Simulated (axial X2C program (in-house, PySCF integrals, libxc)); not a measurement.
## MgC⁻: cheaper levels and CCSD(T), with spin–orbit coupling

Computed with an in-house all-electron X2C program for linear molecules (integrals from PySCF). Two-component (2c) means X2C with spin–orbit coupling and atomic mean-field two-electron Coulomb and Gaunt terms. Basis: Mg dyall-av3z [10s9p6d4f], C dyall-av3z [8s7p3d2f] (cores contracted in-house); Gaussian nuclei, density fitting, unrestricted open shells. Masses: Mg 23.985 u, C 12.000 u.

State: Ω = 3/2 (⟨Sz⟩ = 1.47, ⟨Lz⟩ = 0.03 at HF); fragments Mg + C-.

```tsv
level	Re (Å)	ωe (cm⁻¹)	De (eV)
PBE0	2.188	425.8	1.54
HF	2.195	422.1	1.37
CCSD	2.220	410.1	1.44
PBEsol	2.172	440.4	1.66
```

Correlated methods: 7 electrons correlated (number of frozen shells: Mg 2 s, 1 p; C 1 s), 277 virtual spin orbitals or spinors in MP2, 90 natural virtuals in coupled cluster.

CCSD(T), same Hamiltonian and basis:

Re = 2.217 Å, ωe = 412.9 cm⁻¹, De = 1.48 eV; T1 = 0.071 (Lee–Taylor normalisation).

(1) Give the differences from CCSD(T) in the columns below.

One determinant describes the state; a PBE0 search over occupations chose it and may have missed a lower one. Dissociation energies refer to the lowest single-determinant-based atoms at the same level and basis. Density functionals use the spin component along the axis (collinear). Coupled cluster ran in a truncated set of natural virtual spinors; the MP2 energy of the rest was added. (T) has no such correction and the atoms are truncated less, which lowers De at CCSD(T) by a hundredth of an eV or more. PBE0 can misorder states that lie within some tenths of an eV, so this need not be the ground state of the molecule. The nearest other 2c determinant of the search, Ω = 1/2, lies 0.47 eV up at the distance of the search. The functionals have no current-density term, which raises determinants with orbital currents, atoms included. With several unpaired electrons one determinant need not be a pure state. The highest occupied level of some functionals is positive through self-interaction error; at Hartree–Fock it is bound. This is the top spin component of a Σ state; components of lower Ω are not single determinants and can lie lower. The T1 diagnostic is large, a sign of multireference character. Hartree–Fock gets electron affinities wrong, so its lowest charge split need not be the true one.

## Answers

(1) 

```tsv
level	ΔRe (Å)	Δωe (cm⁻¹)	ΔDe (eV)
PBE0	-0.029	13	0.06
HF	-0.022	9	-0.11
CCSD	0.003	-3	-0.04
PBEsol	-0.045	28	0.18
```
